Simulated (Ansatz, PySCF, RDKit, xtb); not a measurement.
**Which structure has the formula CH3N?**

Only the formula CH3N is given. Aim: find the structure of lowest free energy at 298.15 K, then its properties.

Plan: many cheap relaxations first (GFN2-xTB), then density-functional screening, relaxation at PBE0-D4/def2-TZVP, vibrations and a final energy. The numbers are computed, not measured.

4 further runs of the same task are left out: 4 set aside as unsound or not needed.

## (1) Candidates

A program enumerates the bonding patterns with one Lewis structure each (two rings at most, one unusual centre or charged pair), with their diastereomers. O–O, O–halogen and N–halogen bonds and N–N–N chains are not drawn. That gives 2 candidates.

```csv
label,SMILES,spin
c475,[CH-]=[NH2+],singlet
c801,C=N,singlet
```

Candidates are built by distance geometry, with a force field where one applies, in up to four conformers (letters a to d). 12 starts with atoms placed at random are added, to find patterns that the rules miss.

**Question.** With final energies at CCSD(T)/def2-TZVPP, which structure will this search put lowest in free energy, and by what margin?

| quantity | value |
| --- | --- |
| lowest structure found | C=N, singlet, Cs |
| next finalist | [CH-]=[NH2+], singlet, 35.6 kcal/mol higher in G |
| share at equilibrium, among the finalists | 100.0 % |
| harmonic wavenumbers, lowest and highest (PBE0-D4/def2-TZVP) | 1071 and 3464 cm⁻¹ |
| rotational constants, same geometry | 6.612, 1.175, 0.9974 cm⁻¹ |
| dipole moment (PBE0/def2-TZVPD) | 2.01 D |
| HOMO energy (PBE0/def2-TZVPD) | -7.82 eV |
| LUMO energy (PBE0/def2-TZVPD) | -0.56 eV |
| HOMO–LUMO gap (PBE0/def2-TZVPD) | 7.27 eV |
| lowest excitation (TD-B3LYP/def2-SVPD) | 5.10 eV (f = 0.002) |
| strongest of the states computed, same level | 9.31 eV (f = 0.271) |
| lowest triplet excitation, same level, Tamm-Dancoff | 4.21 eV |
| vertical ionisation energy | 10.54 eV |
| vertical electron affinity | -1.48 eV (unbound: the value depends on the basis) |
| vertical triplet less singlet | +4.25 eV |

The lowest structure found is `C=N`. The margin of 35.6 kcal/mol over the next finalist is beyond the usual error of the last level; it says nothing of structures that weren't ranked. r2SCAN-D4/def2-SVP, PBE0-D4/def2-TZVP, HF/def2-TZVPP and MP2/def2-TZVPP already put its bonding pattern lowest among the structures in one piece. A measured dipole moment is 2 D (NIST CCCBDB Release 22 (SRD 101), experimental dipoles). The calculated dipole moment of 2.01 D is off by +0.01 D. Measured bands beside the harmonic value that lies nearest after scaling by 0.96 (printed unscaled): 1637.4 cm⁻¹ (3.2 K; molecule matrix; “A chemical link between methylamine and methylene imine and implications for interstellar glycine formation”, 2022, pmc:9814145), calculated 1738 cm⁻¹; 2912.1 cm⁻¹ (3.2 K; molecule matrix; “A chemical link between methylamine and methylene imine and implications for interstellar glycine formation”, 2022, pmc:9814145), calculated 3034 cm⁻¹; 3022.4 cm⁻¹ (3.2 K; molecule matrix; “A chemical link between methylamine and methylene imine and implications for interstellar glycine formation”, 2022, pmc:9814145), calculated 3132 cm⁻¹; 3260.2 cm⁻¹ (3.2 K; molecule matrix; “A chemical link between methylamine and methylene imine and implications for interstellar glycine formation”, 2022, pmc:9814145), calculated 3464 cm⁻¹. The calculated values lie +3.6 to +6.3 % away; anharmonicity is left out, and bands are matched by nearness alone, so a match can be wrong and a large miss can look smaller than it is. Of 14 measured bands 4 are shown: one to each calculated mode, the highest modes. Lowest found is not proven lowest: the search is finite, and each finalist counts with one conformer. The lowest isomer need not be the one that is made and kept in a bottle, which depends on barriers.
